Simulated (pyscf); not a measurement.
**Four-centre exchange: Cl–Sn(Cl)(Cl)–SeH + hydrogen chloride (HCl) → H₂Se + Cl–Sn(Cl)(Cl)–Cl**

Gas phase, singlet surface, charge 0. Bonds broken: Se1–Sn2, Cl7–H8. Bonds formed: Se1–H8, Sn2–Cl7. PySCF, gas phase, ωB97X-D3(BJ)/def2-SVP geometries.

Transition state (Å):

```xyz
8

Se     0.6857     0.8971     0.4926
Sn    -1.3748    -0.5714    -0.2458
Cl    -1.0838    -2.8265    -0.6645
Cl    -3.1490     0.6182    -1.1394
Cl    -2.1470    -0.7201     1.9675
H     -0.1604     2.0966     0.4389
Cl    -0.0472    -0.0683    -2.4218
H      0.7286     0.7161    -1.1563
```

One imaginary mode, 778i cm⁻¹; descent along it reached the two sides named, in the forms told below.

| bond | change | reactant side (Å) | saddle | product side |
|---|---|---|---|---|
| Se1–Sn2 | breaks | 2.486 | 2.6 | 3.0 |
| Cl7–H8 | breaks | 1.287 | 1.679 | 3.5 |
| Se1–H8 | forms | 2.8 | 1.659 | 1.466 |
| Sn2–Cl7 | forms | 3.6 | 2.598 | 2.325 |

Electronic energies relative to the separated reactants (kcal/mol):

```json
[
 {"level": "ωB97X-D3(BJ)/def2-TZVP", "barrier": "15.9", "reaction energy": "+2.5", "reverse barrier": "13.4"},
 {"level": "PBE/def2-TZVP", "barrier": "12.7", "reaction energy": "+0.3", "reverse barrier": "12.4"},
 {"level": "r²SCAN/def2-TZVP", "barrier": "12.9", "reaction energy": "-0.2", "reverse barrier": "13.1"},
 {"level": "B3LYP-D3(BJ)/def2-TZVP", "barrier": "15.5", "reaction energy": "+0.5", "reverse barrier": "14.9"},
 {"level": "PBE0-D3(BJ)/def2-TZVP", "barrier": "13.9", "reaction energy": "+1.0", "reverse barrier": "12.8"},
 {"level": "M06-2X/def2-TZVP", "barrier": "17.9", "reaction energy": "-0.8", "reverse barrier": "18.7"},
 {"level": "ωB97M-D3(BJ)/def2-TZVP", "barrier": "19.9", "reaction energy": "-0.4", "reverse barrier": "20.3"},
 {"level": "HF/def2-TZVP", "barrier": "38.8", "reaction energy": "-2.5", "reverse barrier": "41.3"}
]
```

With ωB97M-D3(BJ)/def2-TZVP energies and thermal terms (ideal gas, 1 atm, RRHO with modes under 100 cm⁻¹ raised to 100, one conformer, R ln 2 for chiral ones without a mode under 150 cm⁻¹), in kcal/mol:

```tsv
T (K)	ΔH‡	ΔG‡	ΔH	ΔG
298	18.6	30.2	-0.8	+0.2
600	18.7	42.0	-1.3	+1.4
900	19.1	53.6	-1.7	+2.9
1200	19.6	65.1	-2.0	+4.4
```

On the product side the descent ends in an adduct with a Se–Sn contact, 7.0 kcal/mol under the separated species and 20.5 kcal/mol under the saddle at ωB97X-D3(BJ)/def2-TZVP. What is counted as broken (Se–Sn) persists as a longer contact in the product adduct; parting that adduct is a step of its own. One saddle was located; it need not be the lowest between these sides. Elements up to Kr have no core potential and no relativistic terms here. Elements past Kr carry the def2 core potentials, without spin-orbit coupling.
